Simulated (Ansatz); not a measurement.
# AlSiHO (singlet): from a generated start to a stationary point

Aim: relax a generated start of AlSiHO (singlet) and see which bonds hold.

The runs use Ansatz 0.2.0, Gaussian basis; RKS PBE0/def2-TZVP.

## Step 1: Where the work starts

4 atoms, charge 0, spin multiplicity 1.

Atoms are counted from 1 here; the program's logs count them from 0.

Bond lengths: Al1–Si2 2.464 Å, Al1–H4 1.625 Å, Si2–O3 1.510 Å. Angles: Si2–Al1–H4 87.7°, Al1–Si2–O3 140.4°.

Coordinates:

```mol
AlHOSi
  3D, bonds by distance, orders not assigned

  4  3  0  0  0  0  0  0  0  0999 V2000
   -1.7302   -0.4020   -0.0035 Al  0  0
    0.5957    0.4101    0.0032 Si  0  0
    2.0111   -0.1146   -0.0002 O   0  0
   -2.2045    1.1520    0.0079 H   0  0
  1  2  8  0
  1  4  8  0
  2  3  8  0
M  END
```

The start was built by rule and, where that kept it together, relaxed with GFN2-xTB. Sticks and bond lists go by distance. 

## Step 2: Relaxation

File in.yaml:

```yaml
crystal:
  periodic: [false, false, false]
  atoms:
    - {symbol: Al, position_ang: [-1.730190, -0.401968, -0.003526]}
    - {symbol: Si, position_ang: [0.595657, 0.410114, 0.003230]}
    - {symbol: O, position_ang: [2.011070, -0.114608, -0.000220]}
    - {symbol: H, position_ang: [-2.204540, 1.151950, 0.007858]}
basis:
  gaussian: {orbitals: def2-TZVP}
hamiltonian: {xc: pbe0}
relax: {f_tol: 0.004, max_steps: 80}
```

Run with:

```bash
> ansatz run in.yaml --threads 1 --pin off --events-out ev --progress --plain --max-ram 2176MiB
```

Before running it: what results should come out? Wanted: energy gained; shift from the start; total energy; dipole moment.

As calculated:

| quantity | value |
| --- | --- |
| steps | 7 |
| energy gained | 0.104 eV |
| shift from the start (rms) | 0.146 Å |
| total energy | -16529.0037 eV |
| dipole moment | 3.25 D |

In words: The bonds of the start are those of the end. Al1–Si2 went from 2.464 to 2.706 Å. No vibrations were run, so this is a stationary point, not a proven minimum, and this spin need not be the ground state's.
